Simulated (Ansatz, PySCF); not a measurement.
Breaking a bond: CH, doublet.

UHF/LANL2DZ = unrestricted Hartree-Fock/LANL2DZ (PySCF); UCCSDT(Q) = CCSDT(Q) on UHF/def2-TZVP, frozen core in Ansatz (a quantum-chemistry and plane-wave program); FCI = full CI/def2-TZVP, frozen core (Ansatz).

Energies relative to the lowest point of each curve near equilibrium, in kcal/mol:

```tsv
R / Å	UHF/LANL2DZ	UCCSDT(Q)
0.89	28.6	28.8
0.94	15.3	15.9
1.05	1.5	2.0
1.13	0.0	0.0
1.16	0.6	0.4
1.20	2.2	1.6
1.40	17.3	14.5
1.52	28.0	24.5
1.70	39.2	39.1
1.89	44.8	52.3
2.26	48.4	69.2
2.48	49.0	74.3
```

Q: Estimate the FCI values at these points.

A: 0.89: 28.8; 0.94: 15.9; 1.05: 2.0; 1.13: 0.0; 1.16: 0.4; 1.20: 1.6; 1.40: 14.5; 1.52: 24.5; 1.70: 39.1; 1.89: 52.3; 2.26: 69.2; 2.48: 74.3 (kcal/mol).

The unrestricted determinant behind UHF/LANL2DZ, UCCSDT(Q) is spin-contaminated at 0.89 to 4.55 Å (<S²> up to 1.8, against 0.75 for a pure doublet).
